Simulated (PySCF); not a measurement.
C₅H₁₁O (doublet state).
Z-matrix (Å and degrees, GFN2-xTB geometry), rows numbered from 1:
```
C 
C   1  1.4768
C   2  1.4870  1  121.68
C   3  1.5405  2  111.40  1   -76.78
O   3  1.4234  2  112.93  1    42.24
C   5  1.4023  3  113.49  2    68.87
H   1  1.0968  2  111.23  3   105.49
H   1  1.0933  2  111.22  3  -136.29
H   1  1.0876  2  110.31  3   -14.86
H   2  1.0765  1  119.25  3  -170.26
H   3  1.1052  2  109.10  1   163.63
H   4  1.0864  3  109.55  2  -178.34
H   4  1.0856  3  109.23  2    62.55
H   4  1.0861  3  110.06  2   -57.80
H   6  1.0965  5  111.61  3   -60.21
H   6  1.0886  5  106.54  3  -179.83
H   6  1.0984  5  111.17  3    61.06
```

The hyperfine couplings belong to this conformer and change with its torsions.

The species is `C[CH][C@@H](C)OC` [radical].

Method: UKS B3LYP, pcH-1 on C H O, non-relativistic, mean-field spin-orbit, GIAO (PySCF 2.14.0). The structure is a single GFN2-xTB conformer in the gas phase; no vibrational or solvent corrections. Couplings are sensitive to structure, and on GFN2-xTB geometries they can be far from those on DFT ones. Stability of the SCF solution: not tested.

Question: Give the principal g shifts and their parts.

Answer: 
| Δg (ppm) | 1 | 2 | 3 |
| --- | --- | --- | --- |
| relativistic mass correction | -146 | -146 | -146 |
| gauge correction | 0 | 36 | 34 |
| orbital Zeeman/spin–orbit | 58 | 514 | 762 |
| total | -88 | 403 | 649 |

So g = 2.00223, 2.00272, 2.00297 and g_iso = 2.00264; the tensor is rhombic: the two nearest values differ by 33 % of g3 − g1. Axes: g2 points within 15° of the C1–C2 bond.

Question: What effective moment and Curie constant follow for a powder?

Answer: With the mean of g² = 4.0106 and S(S+1) = 0.75: μ_eff = √(⟨g²⟩S(S+1)) = 1.734 μB and χT = 0.12505·⟨g²⟩·S(S+1) = 0.376 cm³ K/mol (cgs; spin-Hamiltonian part alone).

Question: Average each term over the three axes. Which is largest in size?

Answer: The orbital-Zeeman/spin–orbit term 445, the mass correction -146 and the gauge correction 23 ppm, for a total of 321 ppm. The orbital-Zeeman/spin–orbit term is the largest in size. The mass correction is the same along every axis, so the anisotropy comes from the other two: their spans along these axes are 36 (gauge) and 704 ppm (orbital Zeeman/spin–orbit).

Question: In a frozen sample, at which fields do the three g values resonate at 9.5, 34, 94 and 263 GHz (hyperfine left aside), and which band first spreads them over more than twice a line width of 0.3 mT?

Answer: 
| band | GHz | B(g3) mT | B(g2) mT | B(g1) mT | spread mT |
| --- | --- | --- | --- | --- | --- |
| X | 9.5 | 338.87 | 338.92 | 339.00 | 0.12 |
| Q | 34.0 | 1212.81 | 1212.96 | 1213.26 | 0.45 |
| W | 94.0 | 3353.07 | 3353.48 | 3354.30 | 1.24 |
| J | 263.0 | 9381.45 | 9382.60 | 9384.91 | 3.46 |

The spread grows in proportion to the frequency. W band is the first where it exceeds 0.6 mT.

The Mulliken spin populations are largest on C2 (+1.03), C1 (-0.08) and C3 (-0.06). No atom but C2 exceeds +0.15. The positive populations add up to 1.20 and the negative ones to -0.20, together 2S = 1. The angles at C2 add up to 359.3°, so it is planar; its axial dipolar tensor and the negative coupling of its proton fit spin in a p orbital normal to that plane.

The HOMO–LUMO gaps are 6.46 eV among the α and 5.67 eV among the β orbitals.
